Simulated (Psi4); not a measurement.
# Li2 (lithium dimer) at 5 levels

We compute a comparison of 5 runs (BLYP/aug-cc-pVTZ, SVWN5/aug-cc-pVTZ, revPBE/aug-cc-pVTZ, MP2/aug-cc-pVTZ, CCSD/aug-cc-pVTZ) of Li2 (lithium dimer). 

The results are computed with Psi4 1.11.

## 1. The structure to begin with

Li2 has 2 atoms, charge 0, and is taken as a singlet. SMILES: `[Li][Li]`. The Li1–Li2 distance was set to 5.880 Å, away from the relaxed value.

## 2. Energy and forces at BLYP/aug-cc-pVTZ (run 1)

input.in

```
memory 1600 MB

molecule {
  0 1
  Li     0.000000     0.000000    -3.207500
  Li     0.000000     0.000000     2.672900
  units angstrom
  symmetry c1
}

set basis aug-cc-pVTZ
set puream true
set e_convergence 1e-09
set d_convergence 1e-08
set scf_type pk
set dft_radial_points 99
set dft_spherical_points 590

gradient("blyp")
```

Run with:

```sh
$ psi4 -n 1 input.in input.out
```

input.out:

```text
[...]
  Running in c1 symmetry.
[...]
  Nuclear repulsion =    0.809910022452554
[...]
  Multiplicity = 1
[...]
  Nalpha       = 3
  Nbeta        = 3
[...]
    Number of basis functions: 92
[...]
   @RKS iter   1:   -14.95098197101690   -1.23826e-01   4.02708e-04 ADIIS/DIIS
[...]
   @RKS iter   9:   -14.95552074315668   -4.70575e-11   2.62886e-10 DIIS
[...]
    Orbital Energies [Eh]
    ---------------------
    Doubly Occupied:
       1A     -1.913039     2A     -1.913003     3A     -0.104401
    Virtual:
       4A     -0.096010     5A     -0.043593     6A     -0.037989
       7A     -0.037989     8A     -0.030231     9A     -0.030231
      10A     -0.018864    11A     -0.001377    12A      0.005815
      13A      0.010488    14A      0.010488    15A      0.013323
      16A      0.015042    17A      0.015042    18A      0.022129
      19A      0.051710    20A      0.051710    21A      0.054811
      22A      0.054811    23A      0.065268    24A      0.068204
      25A      0.068204    26A      0.068733    27A      0.073270
[...]
  @RKS Final Energy:   -14.95552074315668
   => Energetics <=
    Nuclear Repulsion Energy =              0.8099100224525543
    One-Electron Energy =                 -21.0401792375252192
    Two-Electron Energy =                   8.8982828782916759
    DFT Exchange-Correlation Energy =      -3.6235344063756885
    Empirical Dispersion Energy =           0.0000000000000000
    VV10 Nonlocal Energy =                  0.0000000000000000
    Total Energy =                        -14.9555207431566757
[...]
 Multipole Moments:
 ------------------------------------------------------------------------------------
     Multipole            Electronic (a.u.)      Nuclear  (a.u.)        Total (a.u.)
 ------------------------------------------------------------------------------------
 L = 1.  Multiply by 2.5417464519 to convert [e a0] to [Debye]
 Dipole X            :         -0.0000000            0.0000000           -0.0000000
 Dipole Y            :         -0.0000000            0.0000000           -0.0000000
 Dipole Z            :         -0.0000000            0.0000000           -0.0000000
 Magnitude           :                                                    0.0000000
[...]
  -Total Gradient:
     Atom            X                  Y                   Z
    ------   -----------------  -----------------  -----------------
       1        0.000000000000     0.000000000000    -0.003397265416
       2        0.000000000000    -0.000000000000     0.003397265416
[...]
```

It took 33 s on 1 thread of Intel Xeon at 2.50GHz (Skylake/Cascade Lake), shared host; peak memory 0.73 GiB.

## 3. Energy and forces at SVWN5/aug-cc-pVTZ (run 2)

li2.dat

```
memory 1600 MB

molecule m {
  0 1
  Li
  Li 1 5.8804
  symmetry c1
  no_reorient
  no_com
}

set {
  basis                aug-cc-pVTZ
  reference            rks
  puream               true
  e_convergence        1e-09
  d_convergence        1e-08
  scf_type             pk
  dft_radial_points    99
  dft_spherical_points 590
}

e_tot, wfn = gradient('scf', dft_functional={"name": "SVWN5", "x_functionals": {"LDA_X": {}}, "c_functionals": {"LDA_C_VWN": {}}}, return_wfn=True)
oeprop(wfn, 'DIPOLE', 'MAYER_INDICES', 'LOWDIN_CHARGES')
print_variables()
```

Run with:

```sh
$ psi4 li2.dat li2.out -n 1
```

li2.out:

```text
[...]
  Running in c1 symmetry.
[...]
  Nuclear repulsion =    0.809910022452554
[...]
  Multiplicity = 1
[...]
  Nalpha       = 3
  Nbeta        = 3
[...]
    Number of basis functions: 92
[...]
   @RKS iter   1:   -14.67592403244336   -1.20880e-01   3.25467e-04 ADIIS/DIIS
[...]
   @RKS iter   9:   -14.68018541452770   -7.03555e-10   3.02216e-10 DIIS
[...]
    Orbital Energies [Eh]
    ---------------------
    Doubly Occupied:
       1A     -1.880554     2A     -1.880531     3A     -0.109565
    Virtual:
       4A     -0.100212     5A     -0.050710     6A     -0.044329
       7A     -0.044329     8A     -0.035560     9A     -0.035560
      10A     -0.022731    11A     -0.000570    12A      0.007777
      13A      0.012519    14A      0.012519    15A      0.014351
      16A      0.018005    17A      0.018005    18A      0.024573
      19A      0.041713    20A      0.041713    21A      0.047764
      22A      0.047764    23A      0.062291    24A      0.062291
      25A      0.064849    26A      0.065171    27A      0.071656
[...]
  @RKS Final Energy:   -14.68018541452770
   => Energetics <=
    Nuclear Repulsion Energy =              0.8099100224525543
    One-Electron Energy =                 -20.9714543190303040
    Two-Electron Energy =                   8.7848566124636189
    DFT Exchange-Correlation Energy =      -3.3034977304135666
    Empirical Dispersion Energy =           0.0000000000000000
    VV10 Nonlocal Energy =                  0.0000000000000000
    Total Energy =                        -14.6801854145276955
[...]
  -Total Gradient:
     Atom            X                  Y                   Z
    ------   -----------------  -----------------  -----------------
       1        0.000000000000     0.000000000000    -0.004205223210
       2        0.000000000000    -0.000000000000     0.004205223210
[...]
 Multipole Moments:
 ------------------------------------------------------------------------------------
     Multipole            Electronic (a.u.)      Nuclear  (a.u.)        Total (a.u.)
 ------------------------------------------------------------------------------------
 L = 1.  Multiply by 2.5417464519 to convert [e a0] to [Debye]
 Dipole X            :          0.0000000            0.0000000            0.0000000
 Dipole Y            :         -0.0000000            0.0000000           -0.0000000
 Dipole Z            :          0.0000000            0.0000000            0.0000000
 Magnitude           :                                                    0.0000000
[...]
```

It took 28 s on 1 thread of Intel Xeon at 2.50GHz (Skylake/Cascade Lake), shared host; peak memory 0.5 GiB.

Run 3 isn't shown in full; the table further down has it.

## 4. The energy at MP2/aug-cc-pVTZ (run 4)

li2.json

```json
{
  "schema_name": "qcschema_input",
  "schema_version": 1,
  "molecule": {
    "schema_name": "qcschema_molecule",
    "schema_version": 2,
    "symbols": ["Li", "Li"],
    "geometry": [0.0, 0.0, -6.06129654, 0.0, 0.0, 5.05104896],
    "molecular_charge": 0,
    "molecular_multiplicity": 1,
    "fix_symmetry": "c1"
  },
  "driver": "energy",
  "model": {
    "method": "mp2",
    "basis": "aug-cc-pVTZ"
  },
  "keywords": {
    "reference": "rhf",
    "puream": true,
    "e_convergence": 1e-09,
    "d_convergence": 1e-08,
    "scf_type": "pk",
    "num_frozen_docc": 0,
    "mp2_type": "conv"
  }
}
```

Run with:

```sh
$ psi4 --qcschema li2.json -n 1 --memory 1600MB
```

stdout:

```text
[...]
  Running in c1 symmetry.
[...]
  Nuclear repulsion =    0.809910023045990
[...]
  Multiplicity = 1
[...]
  Nalpha       = 3
  Nbeta        = 3
[...]
    Number of basis functions: 92
[...]
   @RHF iter   1:   -14.81430237093027   -1.77737e-01   2.12538e-04 ADIIS/DIIS
[...]
   @RHF iter   7:   -14.81630557970466   -8.34390e-11   4.02486e-09 DIIS
[...]
    Orbital Energies [Eh]
    ---------------------
    Doubly Occupied:
       1A     -2.510885     2A     -2.510884     3A     -0.138943
    Virtual:
       4A     -0.036284     5A      0.012792     6A      0.013816
       7A      0.013816     8A      0.019597     9A      0.021976
      10A      0.021976    11A      0.031435    12A      0.038940
      13A      0.043453    14A      0.046519    15A      0.046519
      16A      0.055719    17A      0.055719    18A      0.069041
      19A      0.108970    20A      0.108970    21A      0.109831
      22A      0.109831    23A      0.123017    24A      0.123017
      25A      0.125150    26A      0.128173    27A      0.145141
[...]
  @RHF Final Energy:   -14.81630557970466
   => Energetics <=
    Nuclear Repulsion Energy =              0.8099100230459897
    One-Electron Energy =                 -20.9310063864698748
    Two-Electron Energy =                   5.3047907837192287
    Total Energy =                        -14.8163055797046557
[...]
 Multipole Moments:
 ------------------------------------------------------------------------------------
     Multipole            Electronic (a.u.)      Nuclear  (a.u.)        Total (a.u.)
 ------------------------------------------------------------------------------------
 L = 1.  Multiply by 2.5417464519 to convert [e a0] to [Debye]
 Dipole X            :         -0.0000000            0.0000000           -0.0000000
 Dipole Y            :         -0.0000000            0.0000000           -0.0000000
 Dipole Z            :         -0.0000000            0.0000000           -0.0000000
 Magnitude           :                                                    0.0000000
[...]
	SCS-MP2 Total Energy (a.u.)        :   -14.87715970432442
	SOS-MP2 Total Energy (a.u.)        :   -14.87710003090971
	SCSN-MP2 Total Energy (a.u.)       :   -14.81662065533434
[...]
	SOS-PI-MP2 Total Energy (a.u.)     :   -14.88723243944389
[...]
	MP2 Total Energy (a.u.)            :   -14.86714664261967
[...]
```

The result, in JSON:

```text
{
 "driver": "energy",
 "model": {
  "method": "mp2",
  "basis": "aug-cc-pVTZ"
 },
 "success": true,
 "return_result": -14.867146642619673,
 "properties": {
  "calcinfo_nbasis": 92,
  "calcinfo_nmo": 92,
  "calcinfo_nalpha": 3,
  "calcinfo_nbeta": 3,
  "calcinfo_natom": 2,
  "nuclear_repulsion_energy": 0.8099100230459897,
  "return_energy": -14.867146642619673,
  "scf_one_electron_energy": -20.931006386469875,
  "scf_two_electron_energy": 5.304790783719229,
  "scf_dipole_moment": [-4.015352325588698e-16, -1.7090009972297475e-14, -9.325873406851315e-14],
  "scf_total_energy": -14.816305579704656,
  "scf_iterations": 7,
  "mp2_same_spin_correlation_energy": -0.00017902024413742282,
  "mp2_opposite_spin_correlation_energy": -0.050662042670880175,
  "mp2_singles_energy": 0.0,
  "mp2_doubles_energy": -0.050841062915017596,
  "mp2_correlation_energy": -0.05084106291501733,
  "mp2_total_energy": -14.867146642619673
 }
}
```

Run time: 14 s. Hardware: 1 thread of Intel Xeon at 2.50GHz (Skylake/Cascade Lake), shared host; peak memory 0.54 GiB.

## 5. The energy at CCSD/aug-cc-pVTZ (run 5)

li2.xyz

```xyz
2
Li2
Li     0.000000     0.000000    -3.207500
Li     0.000000     0.000000     2.672900
```

run.py

```python
import psi4

psi4.set_memory('1600 MB')
psi4.set_num_threads(1)
psi4.core.set_output_file('run.log', False)

with open('li2.xyz') as f:
    atoms = ''.join(f.readlines()[2:])
mol = psi4.geometry('0 1\n' + atoms + 'symmetry c1')

options = {'basis': 'aug-cc-pVTZ', 'reference': 'rhf', 'puream': True, 'e_convergence': 1e-09, 'd_convergence': 1e-08, 'scf_type': 'pk', 'num_frozen_docc': 0}
psi4.set_options(options)

energy_value, wavefunction = psi4.energy('ccsd', return_wfn=True)
print(f'ccsd energy: {energy_value:.10f} Eh')
```

Run with:

```sh
$ python run.py
```

run.log:

```text
[...]
  Running in c1 symmetry.
[...]
  Nuclear repulsion =    0.809910022452554
[...]
  Multiplicity = 1
[...]
  Nalpha       = 3
  Nbeta        = 3
[...]
    Number of basis functions: 92
[...]
   @RHF iter   1:   -14.81430237087342   -1.77737e-01   2.12538e-04 ADIIS/DIIS
[...]
   @RHF iter   7:   -14.81630557964206   -8.34568e-11   4.02486e-09 DIIS
[...]
    Orbital Energies [Eh]
    ---------------------
    Doubly Occupied:
       1A     -2.510885     2A     -2.510884     3A     -0.138943
    Virtual:
       4A     -0.036284     5A      0.012792     6A      0.013816
       7A      0.013816     8A      0.019597     9A      0.021976
      10A      0.021976    11A      0.031435    12A      0.038940
      13A      0.043453    14A      0.046519    15A      0.046519
      16A      0.055719    17A      0.055719    18A      0.069041
      19A      0.108970    20A      0.108970    21A      0.109831
      22A      0.109831    23A      0.123017    24A      0.123017
      25A      0.125150    26A      0.128173    27A      0.145141
[...]
  @RHF Final Energy:   -14.81630557964206
   => Energetics <=
    Nuclear Repulsion Energy =              0.8099100224525543
    One-Electron Energy =                 -20.9310063851089687
    Two-Electron Energy =                   5.3047907830143579
    Total Energy =                        -14.8163055796420551
[...]
 Multipole Moments:
 ------------------------------------------------------------------------------------
     Multipole            Electronic (a.u.)      Nuclear  (a.u.)        Total (a.u.)
 ------------------------------------------------------------------------------------
 L = 1.  Multiply by 2.5417464519 to convert [e a0] to [Debye]
 Dipole X            :          0.0000000            0.0000000            0.0000000
 Dipole Y            :         -0.0000000            0.0000000           -0.0000000
 Dipole Z            :          0.0000000            0.0000000            0.0000000
 Magnitude           :                                                    0.0000000
[...]
      * MP2 total energy                      =  -14.867146642583405
[...]
      * CCSD total energy                     =  -14.893184659415571
```

Standard output:

```text
ccsd energy: -14.8931846594 Eh
```

Wall time 41 s (1 thread of Intel Xeon at 2.50GHz (Skylake/Cascade Lake), shared host); peak memory 1.2 GiB.

## 6. Overview of the runs

| run | level | task | mp2 type | energy (Eh) | dipole moment (D) | HOMO energy (eV) | LUMO energy (eV) | wall time |
| --- | --- | --- | --- | --- | --- | --- | --- | --- |
| 1 | BLYP/aug-cc-pVTZ | gradient | – | -14.955521 | 0.00 | -2.84 | -2.61 | 33 s |
| 2 | SVWN5/aug-cc-pVTZ | gradient | – | -14.680185 | 0.00 | -2.98 | -2.73 | 28 s |
| 3 | revPBE/aug-cc-pVTZ | energy | – | -14.961165 | 0.00 | -2.98 | -2.73 | 15 s |
| 4 | MP2/aug-cc-pVTZ | energy | conv | -14.867147 | – | -3.78 | -0.99 | 14 s |
| 5 | CCSD/aug-cc-pVTZ | energy | – | -14.893185 | – | -3.78 | -0.99 | 41 s |

## 7. What came out

```
                                    quantity         value
                         run 5: total energy  -14.89318 Eh
  run 5: HOMO energy (Hartree–Fock orbitals)      -3.78 eV
  run 5: LUMO energy (Hartree–Fock orbitals)      -0.99 eV
run 5: HOMO–LUMO gap (Hartree–Fock orbitals)       2.79 eV
                   run 5: correlation energy     -76.9 mEh
                        run 5: T1 diagnostic         0.066
```

In words: Over runs 1, 2, 3 the HOMO–LUMO gap runs from 0.23 eV (BLYP/aug-cc-pVTZ) to 0.25 eV (SVWN5/aug-cc-pVTZ). Totals of different functionals can't be ranked against each other. In run 5 the T1 diagnostic is large, so a single reference may not serve. All runs together took 2.2 min, the longest 41 s.
